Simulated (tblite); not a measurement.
A geometry optimisation, step by step.

Compound: C5H6N (doublet state).
Numbering: `[CH2:1]=[CH:2]/[CH:3]=[C:4]/[N:5]=[CH2:6]` (hydrogens: H7, H8 on C1; H9 on C2; H10 on C3; H11, H12 on C6)
Bond orders are those of one Lewis drawing.

Computed with GFN2-xTB (tblite), gas phase: L-BFGS steps from a force-field or distance-geometry start until the largest atomic force falls under 0.01 eV/Å. 6 of its 64 geometries are shown.

Step 0: E = -449.0595 eV, largest atomic force 4.868 eV/Å
```
atom  x, y, z in Å  |  force x, y, z in eV/Å
C1     -2.713   -0.174    0.105   -0.387   0.049  -0.451
C2     -1.491   -0.278   -0.398    0.628   0.062   1.454
C3     -0.303   -0.228    0.512   -1.844  -0.152  -1.784
C4      0.858   -0.334   -0.072    3.736  -0.366   3.099
N5      2.116   -0.322    0.562   -1.229   1.748  -3.643
C6      3.002    0.476    0.014   -0.571  -1.446   1.447
H7     -2.857   -0.036    1.167   -0.223  -0.027  -0.204
H8     -3.570   -0.212   -0.567    0.136   0.027   0.518
H9     -1.333   -0.419   -1.455    0.199   0.027   0.077
H10    -0.463   -0.092    1.580   -0.013  -0.021  -0.227
H11     4.012    0.554    0.433   -0.640  -0.107  -0.116
H12     2.744    1.064   -0.850    0.209   0.206  -0.170
```

Step 13: E = -450.0837 eV, largest atomic force 0.310 eV/Å
```
atom  x, y, z in Å  |  force x, y, z in eV/Å
C1     -2.747   -0.187    0.085   -0.183   0.054   0.133
C2     -1.497   -0.348   -0.346   -0.113  -0.045  -0.104
C3     -0.387   -0.298    0.551    0.092   0.081  -0.133
C4      0.893   -0.339    0.218   -0.089   0.200   0.055
N5      2.106   -0.230    0.282    0.021   0.218   0.048
C6      3.106    0.509   -0.081    0.059   0.038  -0.003
H7     -2.952   -0.047    1.127   -0.047   0.015   0.286
H8     -3.610   -0.174   -0.547   -0.034  -0.044  -0.274
H9     -1.316   -0.462   -1.400    0.186  -0.103  -0.176
H10    -0.663   -0.095    1.577    0.142  -0.152   0.230
H11     4.038    0.436    0.442    0.034  -0.260   0.044
H12     3.030    1.235   -0.874   -0.068  -0.002  -0.107
```

Step 25: E = -450.1975 eV, largest atomic force 0.240 eV/Å
```
atom  x, y, z in Å  |  force x, y, z in eV/Å
C1     -2.789   -0.209    0.071   -0.007  -0.012  -0.019
C2     -1.516   -0.361   -0.307   -0.007   0.015   0.071
C3     -0.431   -0.278    0.621    0.030   0.025   0.072
C4      0.840   -0.111    0.284    0.231   0.037  -0.053
N5      2.038    0.008    0.223   -0.076  -0.036  -0.009
C6      3.161    0.538   -0.116    0.093   0.052  -0.084
H7     -3.054   -0.041    1.100    0.009  -0.002   0.058
H8     -3.601   -0.228   -0.628   -0.087  -0.069  -0.122
H9     -1.266   -0.519   -1.349    0.005   0.081   0.044
H10    -0.666   -0.258    1.679   -0.092  -0.008  -0.009
H11     4.058    0.192    0.367   -0.074   0.001  -0.013
H12     3.227    1.267   -0.912   -0.026  -0.084   0.065
```

Step 38: E = -450.2162 eV, largest atomic force 0.130 eV/Å
```
atom  x, y, z in Å  |  force x, y, z in eV/Å
C1     -2.798   -0.246    0.059   -0.072  -0.025  -0.013
C2     -1.503   -0.297   -0.274   -0.010  -0.020   0.013
C3     -0.435   -0.211    0.677   -0.037  -0.032  -0.061
C4      0.839   -0.032    0.346   -0.052  -0.030   0.043
N5      2.027    0.041    0.190   -0.029   0.045   0.005
C6      3.176    0.499   -0.168   -0.059  -0.029   0.105
H7     -3.127   -0.117    1.078    0.073  -0.048  -0.031
H8     -3.575   -0.332   -0.682    0.044   0.026   0.008
H9     -1.223   -0.398   -1.317    0.021   0.053   0.080
H10    -0.694   -0.260    1.730    0.013   0.071  -0.037
H11     4.040    0.117    0.336    0.120  -0.048  -0.009
H12     3.275    1.236   -0.943   -0.012   0.038  -0.101
```

Step 50: E = -450.2340 eV, largest atomic force 0.039 eV/Å
```
atom  x, y, z in Å  |  force x, y, z in eV/Å
C1     -2.792   -0.317    0.036    0.023  -0.011  -0.004
C2     -1.487   -0.227   -0.249   -0.014   0.035  -0.009
C3     -0.453   -0.127    0.733    0.004  -0.033  -0.002
C4      0.829    0.047    0.426    0.002   0.016   0.023
N5      2.009    0.073    0.215   -0.010   0.002   0.004
C6      3.169    0.463   -0.185    0.004  -0.004  -0.014
H7     -3.155   -0.333    1.050    0.027   0.009  -0.006
H8     -3.531   -0.386   -0.742   -0.006  -0.006   0.006
H9     -1.163   -0.208   -1.282   -0.014   0.000  -0.003
H10    -0.735   -0.151    1.778   -0.017  -0.006   0.000
H11     4.038    0.024    0.267    0.008   0.007   0.012
H12     3.272    1.143   -1.014   -0.006  -0.011  -0.007
```

Step 63: E = -450.2352 eV, largest atomic force 0.009 eV/Å
```
atom  x, y, z in Å  |  force x, y, z in eV/Å
C1     -2.785   -0.324    0.032   -0.007   0.003  -0.002
C2     -1.482   -0.215   -0.253    0.005   0.002  -0.001
C3     -0.456   -0.123    0.738   -0.003  -0.001   0.004
C4      0.828    0.066    0.450   -0.007  -0.004   0.001
N5      2.005    0.079    0.219    0.005   0.005  -0.006
C6      3.166    0.456   -0.191    0.003   0.000   0.005
H7     -3.139   -0.352    1.049    0.001  -0.002   0.005
H8     -3.528   -0.394   -0.741    0.002   0.002  -0.002
H9     -1.157   -0.181   -1.285    0.003  -0.002  -0.003
H10    -0.754   -0.153    1.778    0.004  -0.002   0.002
H11     4.036    0.022    0.267   -0.004   0.001   0.003
H12     3.268    1.120   -1.031   -0.002  -0.001  -0.006
```

Q: Summarise the path.

A: The energy falls by 1.1757 eV from step 0 to step 63; nine tenths of that is first reached at step 15. It falls at every step. The largest force goes from 4.868 to 0.009 eV/Å. Among the bonds C4–N5 changes most, from 1.409 to 1.199 Å; the atoms move by 0.414 Å rms after alignment.

Q: Follow the three bonds and two angles with the largest change from start to end.

A: 
| step | E above end (eV) | largest force (eV/Å) | C4–N5 (Å) | C2–C3 (Å) | C3=C4 (Å) | C4–N5–C6 (°) | C3–C4–N5 (°) |
| --- | --- | --- | --- | --- | --- | --- | --- |
| 0 | 1.1757 | 4.868 | 1.409 | 1.497 | 1.303 | 114.8 | 126.3 |
| 3 | 0.4523 | 1.561 | 1.250 | 1.423 | 1.296 | 128.1 | 142.4 |
| 5 | 0.3384 | 0.865 | 1.238 | 1.418 | 1.315 | 132.3 | 149.0 |
| 8 | 0.2309 | 0.492 | 1.229 | 1.439 | 1.318 | 137.1 | 156.2 |
| 11 | 0.1807 | 0.327 | 1.227 | 1.440 | 1.322 | 139.7 | 157.9 |
| 14 | 0.1344 | 0.361 | 1.217 | 1.425 | 1.322 | 145.8 | 162.9 |
| 16 | 0.0992 | 0.412 | 1.213 | 1.426 | 1.323 | 149.5 | 165.1 |
| 19 | 0.0630 | 0.356 | 1.208 | 1.436 | 1.327 | 152.3 | 165.8 |
| 22 | 0.0461 | 0.149 | 1.205 | 1.431 | 1.325 | 155.7 | 167.5 |
| 25 | 0.0377 | 0.240 | 1.205 | 1.430 | 1.325 | 157.1 | 168.1 |
| 27 | 0.0339 | 0.122 | 1.203 | 1.433 | 1.328 | 158.2 | 168.4 |
| 30 | 0.0300 | 0.075 | 1.201 | 1.431 | 1.329 | 160.1 | 169.9 |
| 33 | 0.0265 | 0.094 | 1.202 | 1.428 | 1.328 | 160.0 | 170.4 |
| 36 | 0.0228 | 0.087 | 1.201 | 1.430 | 1.328 | 159.3 | 170.5 |
| 38 | 0.0190 | 0.130 | 1.200 | 1.432 | 1.329 | 160.2 | 171.8 |
| 41 | 0.0129 | 0.129 | 1.199 | 1.430 | 1.329 | 161.8 | 172.9 |
| 44 | 0.0051 | 0.132 | 1.198 | 1.428 | 1.329 | 160.5 | 172.5 |
| 47 | 0.0027 | 0.065 | 1.200 | 1.430 | 1.329 | 160.5 | 172.2 |
| 49 | 0.0015 | 0.040 | 1.199 | 1.430 | 1.330 | 161.3 | 172.7 |
| 52 | 0.0009 | 0.034 | 1.199 | 1.429 | 1.330 | 161.6 | 173.2 |
| 55 | 0.0004 | 0.047 | 1.199 | 1.429 | 1.330 | 161.8 | 172.8 |
| 58 | 0.0001 | 0.022 | 1.199 | 1.429 | 1.330 | 161.8 | 172.5 |
| 60 | 0.0000 | 0.015 | 1.199 | 1.429 | 1.330 | 161.7 | 172.4 |
| 63 | 0.0000 | 0.009 | 1.199 | 1.429 | 1.330 | 161.7 | 172.3 |

What follows is the cost of the whole relaxation. The run took 0.28 s on one thread of an Arm Neoverse V1 (shared host).
